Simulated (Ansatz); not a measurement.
HGe–O–Si, quartet: vertical spin and charge gaps

Geometry (PBE0/def2-TZVP stationary point for this spin, not checked as a minimum):

| atom | x (Å) | y (Å) | z (Å) |
| --- | --- | --- | --- |
| Ge | 0.0000 | 0.0048 | 1.0212 |
| O | 0.0000 | -0.3597 | -0.7184 |
| Si | 0.0000 | 0.1377 | -2.2822 |
| H | 0.0000 | 1.5230 | 1.3966 |

Basis cc-pVDZ; Ansatz 0.2.0. Only valence electrons are correlated (noble-gas cores and the filled d shells of p-block atoms frozen). R marks a restricted (for open shells ROHF) determinant, U an unrestricted one. No spin–orbit coupling is included, and no scalar relativity.

Gaps are energies of the second state less the first, at fixed atoms, for a selection of the levels run; each method lands on the state that its own search finds for that charge and spin.

HF rows: UHF is the lowest solution found. Coupled cluster chose its determinant by a search with trial CCSD, here up to 0.04 eV above the lowest Hartree–Fock solution of its kind, and MP2 stands on that determinant too. A value is left out where its run failed or describes another state than the reference as far as symmetry and spin tell, or, spin-broken singlets apart, can't be checked.

PBE gives 10.121 eV for removing an electron, to the quintet. Estimate what UCCSDT(Q) gives in cc-pVDZ.

UCCSDT(Q) in cc-pVDZ gives 10.124 eV, so against it PBE is off by -0.003 eV, of which a good part can be the reference's own basis and frozen-core error.

```csv
level,gap (eV),error (meV)
UHF,9.389,-735
UMP2,10.042,-82
UCCSD,10.195,71
UCCSD(T),10.156,32
BCCD(T)*,10.143,19
r2SCAN,9.953,-171
PBE0,10.228,104
B3LYP,10.398,274
wB97M-V,10.673,549
```

An asterisk marks runs whose energy the program itself flagged as in doubt.

PBE gives -1.590 eV for doublet less quartet. Estimate what UCCSDT(Q) gives in cc-pVDZ.

UCCSDT(Q) in cc-pVDZ gives -1.449 eV, so against it PBE is off by -0.141 eV, of which a good part can be the reference's own basis and frozen-core error.

```json
{"level": "UMP2", "gap (eV)": "-1.307", "error (meV)": "142"}
{"level": "UCCSD", "gap (eV)": "-1.415", "error (meV)": "34"}
{"level": "BCCD(T)", "gap (eV)": "-1.456", "error (meV)": "-7"}
{"level": "BLYP", "gap (eV)": "-1.775", "error (meV)": "-326"}
{"level": "r2SCAN", "gap (eV)": "-1.380", "error (meV)": "69"}
{"level": "PBE0", "gap (eV)": "-1.454", "error (meV)": "-5"}
{"level": "B3LYP", "gap (eV)": "-1.687", "error (meV)": "-238"}
{"level": "B2PLYP", "gap (eV)": "-1.569", "error (meV)": "-120"}
{"level": "RPA-PBE", "gap (eV)": "-1.690", "error (meV)": "-241"}
```

Sextet less quartet: 3.610 eV at UCCSDT(Q).

| level | gap (eV) | error (meV) |
| --- | --- | --- |
| UHF | 2.570 | -1040 |
| UMP2 | 3.344 | -266 |
| UCCSD | 3.541 | -69 |
| UCCSD(T) | 3.597 | -13 |
| BCCD(T) | 3.601 | -9 |
| UCCSDT | 3.603 | -7 |
| PBE | 3.875 | 265 |
| r2SCAN | 3.455 | -155 |
| PBE0 | 3.669 | 59 |
| B3LYP | 4.014 | 404 |
| wB97M-V | 4.157 | 547 |
| B2PLYP | 3.862 | 252 |
| RPA-PBE | 3.750 | 140 |

In so small a basis the reference is far from its limit while semilocal and hybrid functionals are nearer theirs (RPA and double hybrids share part of the reference's basis error), so the functionals' errors here hold much of the reference's basis and frozen-core error, which can add to them or hide them.

Full CI isn't at hand for all of this; UCCSDT(Q) serves as the reference, and is uncertain by the last step of the cluster series or more. The frozen core follows each run's orbitals, which can shift R against U totals by a few meV for light atoms and by up to 0.1 eV past Ca.
